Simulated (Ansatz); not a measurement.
**Which is lower?**

The two ends of one reaction step of BH3ClF, singlet (PBE0-D4/def2-TZVP).

A:

| atom | x (Å) | y (Å) | z (Å) |
| --- | --- | --- | --- |
| B1 | 0.1520 | 0.0566 | -0.7939 |
| Cl2 | 0.9971 | -1.4020 | -0.2873 |
| H3 | 0.7727 | 1.0689 | -0.8173 |
| H4 | -0.9463 | -0.0696 | -1.2277 |
| H5 | -0.2904 | -0.1962 | 1.7602 |
| F6 | -0.6852 | 0.5420 | 1.3660 |

B:

| atom | x (Å) | y (Å) | z (Å) |
| --- | --- | --- | --- |
| B1 | -0.3523 | 0.7300 | -0.5493 |
| Cl2 | 1.0177 | -1.7028 | 0.4608 |
| H3 | 0.6892 | 1.2259 | -0.8664 |
| H4 | -1.0415 | 0.0797 | -1.2796 |
| H5 | 0.5006 | -1.3214 | 1.5689 |
| F6 | -0.8137 | 0.9886 | 0.6656 |

Computed with Ansatz 0.2.0 (basis: def2-TZVPP); correlated methods freeze the cores. B3LYP uses VWN-RPA correlation.

(1) Which structure is lower at CCSD(T), and by how much? (To be estimated.)

The T1 diagnostic stays at or below 0.011.

Results:

(1) The calculation gives: B, by 45.7 kJ/mol (electronic energy, against the other). By their contacts, A is a complex of BH₂Cl ([BH2][Cl]) + HF and B is a complex of BH₂F ([BH2][F]) + HCl.

All methods give the same order:

```
      method  E(B) − E(A) (kJ/mol)
       SPW92                 -37.7
      PBE-D4                 -39.4
     BLYP-D4                 -49.2
   r2SCAN-D4                 -42.7
      B97M-V                 -47.0
     PBE0-D4                 -40.4
    B3LYP-D4                 -49.5
  r2SCAN0-D4                 -42.7
    BHLYP-D4                 -51.3
CAM-B3LYP-D4                 -51.7
     wB97X-V                 -45.8
     wB97M-V                 -45.0
      B2PLYP                 -47.9
    PBE-QIDH                 -41.0
  RPA on PBE                 -50.1
          HF                 -59.3
         MP2                 -41.4
        CCSD                 -48.1
     CCSD(T)                 -45.7
```

Labels in which every atom is bracketed show which atoms are joined, not bond orders.

For scale, one of the runs: CCSD(T)/def2-TZVPP, 146 basis functions, launched by `ansatz run in.yaml --threads 2 --pin off --events-out ev --progress --plain --max-ram 4352MiB`. The run took 6.5 s on 2 CPU threads of an Arm Neoverse V2 (shared host), with 0.67 GiB of host memory at its peak.
